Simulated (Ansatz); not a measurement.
Input file:

```yaml
crystal:
  periodic: [false, false, false]
  atoms:
    - {symbol: Si, position_ang: [0.000000, 0.000000, 0.185667]}
    - {symbol: As, position_ang: [0.000000, 0.000000, -1.856233]}
    - {symbol: H, position_ang: [0.000000, 0.000000, 1.670567]}
basis:
  gaussian: {orbitals: cc-pVTZ}
magnetization: {spin_polarized: false}
correlation: {method: ccsdt_q, electrons: outside_noble_gas}
```

```sh
$ ansatz run in.yaml --threads 1 --pin off --events-out ev --progress --plain --max-ram 2393MiB
```

Log:

```
1026 factors; integrals over basis functions are off by at most 2.0e-7 eV
mean field evaluation 1: about -68672.2214 eV, gradient 1.4e1 eV
mean field evaluation 2: about -68672.4019 eV, gradient 1.4e1 eV
mean field evaluation 4: about -68673.3530 eV, gradient 2.1e0 eV
mean field evaluation 8: about -68673.3835 eV, gradient 1.9e-1 eV
mean field evaluation 16: about -68673.3840 eV, gradient 2.1e-6 eV
mean field -68673.38397519 eV, -2523.7003125969 hartree, gradient 2.1e-6 eV, S^2 0.000000; 0 other end points of the search recorded, 0 dependent functions left out; unrestricted orbitals would lower it
19 core orbitals not correlated: weight in the atoms' cores, before any rotation towards them, 1.000 or more for the frozen orbitals, at most 0.000 for the correlated occupied ones
reference -68673.38397519 eV, -2523.7003125969 hartree; 5, 5 occupied and 67, 67 virtual orbitals, 1026 factors
second order -6.66157859 eV of doubles, -0.00000000 eV of singles
cycle   1  -6.81262674 eV  change   -1.5e-1 eV  update   1.3e-1
cycle   2  -7.29746711 eV  change   -4.8e-1 eV  update   8.3e-2
cycle   3  -7.74870472 eV  change   -4.5e-1 eV  update   3.4e-2
cycle   4  -7.70809652 eV  change    4.1e-2 eV  update   1.4e-2
cycle   5  -7.68543780 eV  change    2.3e-2 eV  update   7.0e-3
cycle   6  -7.69891466 eV  change   -1.3e-2 eV  update   3.1e-3
cycle   7  -7.70328848 eV  change   -4.4e-3 eV  update   1.8e-3
cycle   8  -7.70216574 eV  change    1.1e-3 eV  update   6.1e-4
cycle   9  -7.70224306 eV  change   -7.7e-5 eV  update   2.6e-4
cycle  10  -7.70252436 eV  change   -2.8e-4 eV  update   9.1e-5
cycle  11  -7.70241757 eV  change    1.1e-4 eV  update   3.4e-5
cycle  12  -7.70244177 eV  change   -2.4e-5 eV  update   1.6e-5
cycle  13  -7.70244650 eV  change   -4.7e-6 eV  update   7.0e-6
cycle  14  -7.70244892 eV  change   -2.4e-6 eV  update   2.4e-6
cycle  15  -7.70244972 eV  change   -7.9e-7 eV  update   1.2e-6
cycle  16  -7.70245045 eV  change   -7.3e-7 eV  update   5.7e-7
perturbative correction -0.05556674 eV, -0.0020420401 hartree
Total energy: -68681.14199238 eV, -2523.9854144700 hartree
```

The T1 diagnostic is 0.024.

Ran on 1 thread of Arm Neoverse V1, shared host: 63 s wall, 0.76 GiB peak host memory.
